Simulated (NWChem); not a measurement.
# One shape, several levels: H2S2 (SMILES SS)

Wanted: a comparison of 5 runs (HF/3-21G, HF/def2-TZVPP, r2SCAN/def2-TZVPP, PBE0/def2-SVP, SVWN5/def2-TZVPP) of H2S2. 

The results are computed with NWChem 7.3.0.

3 further runs of the same task are left out: 1 that didn't finish, 2 set aside as unsound or not needed. Runs told in other sessions of the task aren't counted.

## (1) Starting point

The species is H2S2 (4 atoms), meant as a singlet with charge 0. SMILES: `SS`. The coordinates come from a PBE0-D4/def2-TZVP relaxation.

Bond lengths: S1–S2 2.046 Å, S1–H3 1.347 Å, S2–H4 1.347 Å. Angles: S1–S2–H4 98.6°, S2–S1–H3 98.6°.

## (2) Energy and gradient at HF/3-21G (run 1)

The input, h2s2.nw:

```
start h2s2
memory 2200 mb

geometry noautosym nocenter noautoz
 S     0.784480   -0.789210    0.166690
 S     0.060220    1.121560    0.067360
 H    -0.225420   -1.352590    0.856880
 H    -0.619290    1.020250   -1.090950
end

basis "ao basis" spherical bse
 * library 3-21G
end

scf
 singlet
 rhf
 thresh 1e-08
 maxiter 80
 noprint "final vectors analysis"
end

task scf gradient
```

Started as:

```sh
$ nwchem h2s2.nw > h2s2.out
```

Log:

```text
[...]
  functions       =    30
[...]
  wavefunction    = RHF
[...]
         Total SCF energy =   -792.242052913725
      One-electron energy =  -1265.754043333131
      Two-electron energy =    388.068840848347
 Nuclear repulsion energy =     85.443149571059
        Time for solution =      0.5s
[...]
                         RHF ENERGY GRADIENTS
    atom               coordinates                        gradient
                 x          y          z           x          y          z
   1 S       1.482452  -1.491391   0.314998   -0.027024   0.069464  -0.005521
   2 S       0.113799   2.119441   0.127292    0.025039  -0.070245   0.004974
   3 H      -0.425982  -2.556024   1.619268    0.000056   0.003869  -0.001279
   4 H      -1.170288   1.927993  -2.061597    0.001929  -0.003087   0.001826
[...]
```

Wall time 1.2 s (1 thread of Intel Xeon Platinum 8259CL at 2.50GHz (Skylake/Cascade Lake), shared host); peak memory 0.1 GiB.

## (3) Energy and gradient at HF/def2-TZVPP (run 2)

The input, run.py:

```python
from ase import Atoms
from ase.calculators.nwchem import NWChem

atoms = Atoms('SSHH', positions=[
    [0.784480, -0.789210, 0.166690],
    [0.060220, 1.121560, 0.067360],
    [-0.225420, -1.352590, 0.856880],
    [-0.619290, 1.020250, -1.090950],
])

calc = NWChem(
    label='mymol',
    theory='scf',
    memory='2200 mb',
    basis='def2-TZVPP',
    basispar='spherical bse',
    scf={'nopen': '0', 'rhf': None, 'thresh': '1e-08', 'maxiter': '80'},
)
atoms.calc = calc

forces = atoms.get_forces()
e = atoms.get_potential_energy()
print(f"E = {e:.6f} eV")
print("forces (eV/A):")
for s, f in zip(atoms.symbols, forces):
    print(f"{s:2s} {f[0]:10.5f} {f[1]:10.5f} {f[2]:10.5f}")
print("dipole (e A):", atoms.get_dipole_moment().round(4))
```

Started as:

```sh
$ export ASE_NWCHEM_COMMAND="nwchem PREFIX.nwi > PREFIX.nwo"
$ python run.py
```

Log:

```text
E = -21667.072950 eV
forces (eV/A):
S    -0.35929   -0.32555    0.31337
S    -0.29131    0.06963   -0.49381
H     0.40371    0.18368   -0.27228
H     0.24688    0.07225    0.45272
dipole (e A): [-0.2429 -0.0956 -0.0673]
```

The calculator wrote mymol.nwi:

```
title "mymol"

permanent_dir mymol

scratch_dir mymol

start mymol

geometry units angstrom nocenter noautosym noautoz
  S  7.8447999999999996e-01 -7.8920999999999997e-01 1.6669000000000000e-01
  S  6.0220000000000003e-02 1.1215599999999999e+00 6.7360000000000003e-02
  H  -2.2542000000000001e-01 -1.3525900000000000e+00 8.5687999999999998e-01
  H  -6.1929000000000001e-01 1.0202500000000001e+00 -1.0909500000000001e+00
end

memory 2200 mb

basis spherical bse noprint
   * library def2-TZVPP
end

scf
  nopen 0
  rhf
  thresh 1e-08
  maxiter 80
end

task scf gradient
```

mymol.nwo:

```text
Northwest Computational Chemistry Package (NWChem) 7.3.0
             --------------------------------------------------------

           Job information
           ---------------

    nwchem branch   = 7.3.0
    use scalapack   = T
    input           = mymol.nwi
    prefix          = mymol.
    data base       = mymol/mymol.db
    status          = startup
    nproc           =        1

           Memory information
           ------------------

    heap     =     72089598 doubles =      550.0 Mbytes
    stack    =     72089595 doubles =      550.0 Mbytes
    global   =    144179200 doubles =     1100.0 Mbytes (distinct from heap & stack)
    total    =    288358393 doubles =     2200.0 Mbytes
    verify   = yes
    hardfail = no

[... 118 lines left out ...]
 Convergence threshold     :          1.000E-08
[... 12 lines left out ...]
       Final RHF  results
[... 3 lines left out ...]
      One-electron energy =  -1270.799265666021
[... 1 line left out ...]
 Nuclear repulsion energy =     85.443149571059
[... 35 lines left out ...]
                       ROHF Final Molecular Orbital Analysis
[... 225 lines left out ...]
  wavefunction    =   RHF

                         RHF ENERGY GRADIENTS

    atom               coordinates                        gradient
                 x          y          z           x          y          z
   1 S       1.482452  -1.491391   0.314998    0.006987   0.006331  -0.006094
   2 S       0.113799   2.119441   0.127292    0.005665  -0.001354   0.009603
   3 H      -0.425982  -2.556024   1.619268   -0.007851  -0.003572   0.005295
   4 H      -1.170288   1.927993  -2.061597   -0.004801  -0.001405  -0.008804

                 ----------------------------------------
                 |  Time  |  1-e(secs)   |  2-e(secs)   |
                 ----------------------------------------
                 |  CPU   |       0.01   |       5.74   |
                 ----------------------------------------
                 |  WALL  |       0.01   |       5.74   |
                 ----------------------------------------

 Task  times  cpu:       28.4s     wall:       28.4s
 Total times  cpu:       28.4s     wall:       28.4s
```

Wall time 30 s (1 thread of Intel Xeon Platinum 8259CL at 2.50GHz (Skylake/Cascade Lake), shared host); peak memory 0.12 GiB.

Runs 3 to 4 aren't shown in full; the table further down has their settings and results.

## (4) Energy and forces at SVWN5/def2-TZVPP (run 5)

The input, sp.nw:

```
start sp
title "H2S2"
memory 2200 mb

geometry noautosym nocenter noautoz
S        0.784480      -0.789210       0.166690
S        0.060220       1.121560       0.067360
H       -0.225420      -1.352590       0.856880
H       -0.619290       1.020250      -1.090950
end

basis "ao basis" spherical bse
* library def2-TZVPP
end

dft
xc slater vwn_5
grid fine
convergence energy 1e-08
iterations 100
mulliken
end

task dft gradient
```

Started as:

```sh
$ nwchem sp.nw > sp.out
```

Log:

```text
[...]
          Wavefunction type:  closed shell.
          No. of atoms     :     4
          No. of electrons :    34
[...]
          Charge           :     0
          Spin multiplicity:     1
[...]
          AO basis - number of functions:   112
[...]
              XC Information
              --------------
                        Slater Exchange Functional  1.000 local
                      VWN V Correlation Functional  1.000 local
[...]
 d= 0,ls=0.0,diis     1   -794.8198576136 -8.80D+02  4.47D-03  1.66D+00     2.2
[...]
 d= 0,ls=0.0,diis    10   -794.8649680864 -3.43D-10  9.60D-08  3.57D-10    16.7
         Total DFT energy =     -794.864968086378
      One electron energy =    -1271.127661767553
           Coulomb energy =      440.138194039604
    Exchange-Corr. energy =      -49.318649929488
 Nuclear repulsion energy =       85.443149571059
[...]
      Total Density - Mulliken Population Analysis
     ---------------------------------------------
    Atom       Charge   Shell Charges
 -----------   ------   -------------------------------------------------------
    1 S   16    16.15   2.01  0.46  1.49  1.14  0.75  4.18  1.66  0.98  2.23  1.11  0.00  0.04  0.10  0.01
    2 S   16    16.15   2.01  0.46  1.49  1.14  0.75  4.18  1.66  0.98  2.23  1.11  0.00  0.04  0.10  0.01
    3 H    1     0.85   0.23  0.46  0.11  0.01  0.03  0.00
    4 H    1     0.85   0.23  0.46  0.11  0.01  0.03  0.00
[...]
  wavefunction    = closed shell
                         DFT ENERGY GRADIENTS
    atom               coordinates                        gradient
                 x          y          z           x          y          z
   1 S       1.482452  -1.491391   0.314998   -0.004457  -0.003729   0.003559
   2 S       0.113799   2.119441   0.127292   -0.003560   0.000574  -0.005777
   3 H      -0.425982  -2.556024   1.619268    0.004867   0.002543  -0.003353
   4 H      -1.170288   1.927993  -2.061597    0.003151   0.000612   0.005571
[...]
```

Wall time 23 s (1 thread of Intel Xeon Platinum 8259CL at 2.50GHz (Skylake/Cascade Lake), shared host); peak memory 0.13 GiB.

## (5) The series

| run | level | iteration cap | module | energy (Eh) | dipole moment (D) | largest force (eV/Å) | wall time |
| --- | --- | --- | --- | --- | --- | --- | --- |
| 1 | HF/3-21G | 80 | scf | -792.242053 | 2.02 | 3.843 | 1.2 s |
| 2 | HF/def2-TZVPP | 80 | scf | -796.250251 | 1.29 | 0.578 | 30 s |
| 3 | r2SCAN/def2-TZVPP | 100 | dft | -797.554723 | – | 0.130 | 35 s |
| 4 | PBE0/def2-SVP | 100 | dft | -797.046373 | 1.49 | 0.474 | 9 s |
| 5 | SVWN5/def2-TZVPP | 100 | dft | -794.864968 | 1.26 | 0.350 | 23 s |

## (6) Outcome

| quantity | value |
| --- | --- |
| run 5: total energy | -794.86497 Eh |
| run 5: dipole moment | 1.26 D |
| run 5: HOMO energy | -6.37 eV |
| run 5: LUMO energy | -2.11 eV |
| run 5: HOMO–LUMO gap | 4.26 eV |
| run 5: largest force on an atom | 0.350 eV/Å |

What this shows: Over runs 1, 2, 4, 5 the dipole moment (its size) runs from 1.26 D (SVWN5/def2-TZVPP) to 2.02 D (HF/3-21G). The two ends differ in method and basis. Over runs 2, 4, 5 the HOMO–LUMO gap runs from 4.26 eV (SVWN5/def2-TZVPP) to 13.25 eV (HF/def2-TZVPP). Exact exchange widens orbital gaps. Totals of different functionals can't be ranked against each other. All runs together took 98 s, the longest 35 s.
